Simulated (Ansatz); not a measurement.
Program: Ansatz. Geometries: PBE0-D4/def2-TZVP. ΔE: electronic, gas phase. CCSD(T)/CBS adds triple-zeta CCSD(T) − MP2 to the extrapolated MP2 energy (def2 sets, frozen cores). This one scheme is used for every species. Functionals use def2-TZVPP. One conformer a species, not always the lowest.

`C#CSS` + `C=C=N` → `C#CN=C=C` + `SS`  (substitution at a C–S bond)

`C#CSS`:

```xyz
6

C    -0.189    0.242   -1.772
C     0.050    0.519   -0.624
S     0.364    1.014    0.947
S     0.722   -0.740    1.955
H    -0.394   -0.009   -2.786
H    -0.553   -1.026    2.279
```

`C=C=N`:

Cartesian coordinates in Å:
```
C -0.223 -0.928 -0.176
C 0.068 0.341 -0.082
N 0.331 1.529 -0.111
H 0.564 -1.660 -0.293
H -1.253 -1.255 -0.125
H 0.513 1.972 0.787
```

`C#CN=C=C`:

```xyz
8

C    -1.038   -2.150   -1.093
C    -0.466   -1.389   -0.359
N     0.193   -0.657    0.529
C     0.424    0.542    0.550
C     0.730    1.798    0.680
H    -1.550   -2.801   -1.759
H     0.059    2.473    1.196
H     1.648    2.183    0.255
```

`SS`:

Cartesian coordinates in Å:
```
S 0.335 -0.140 1.065
S 0.002 -0.712 -0.871
H 0.899 1.059 0.827
H -1.237 -0.206 -1.021
```

CCSD(T)/CBS gives +33.1 kJ/mol.

(1) Another level gave +25.1 kJ/mol. Which?
A. PBE-D4/def2-TZVPP
B. ωB97M-V/def2-TZVPP
C. LDA (SPW92)/def2-TZVPP
D. MP2/def2-TZVPP

Largest T1 diagnostic among the species: 0.015.

Results:

(1) A. PBE-D4 25.1, MP2/def2-TZVPP 35.2, LDA (SPW92) 16.4, ωB97M-V 31.0 kJ/mol.

Leaving LDA and LC-ωPBE aside and taking each functional with its dispersion term where it has one, the values, not all of them listed here, spread over 7.2 kJ/mol, from CAM-B3LYP-D4 to ωB97M-V. LDA lies −7.0 kJ/mol from PBE without D4. In def2-TZVPP, CCSD(T) changes the Hartree–Fock value by +9.6 kJ/mol (the triples alone add +1.6 kJ/mol) and MP2 by +12.3 kJ/mol. At CCSD(T), def2-SVP lies −14.2 kJ/mol from the extrapolated value and def2-TZVPP −0.7 kJ/mol.
